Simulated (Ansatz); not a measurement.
**Voigt–Reuss–Hill shear modulus of rock-salt MgO at several levels of theory**

No measured value is used here.

| level (code) | value (GPa) | cell (Å³/atom) |
|---|---|---|
| LDA (Ansatz) | 136 | 9.00 |
| PBE (Ansatz) | 117 | 9.62 |
| PBE-D3(BJ) (Ansatz) | 129 | 9.31 |
| r²SCAN+rVV10 (Ansatz) | 138 | 9.23 |
| HSE06 (Ansatz) | 133 | 9.27 |

PBE-D3(BJ): the dispersion coefficients are held fixed in the derivatives. Each level is taken at its own relaxed cell. Cutoffs differ between the levels. Ansatz's density-functional and Hartree–Fock values are scalar-relativistic unless marked +SOC, with PAW data made under PBE.

Ansatz is a program for electronic structure.
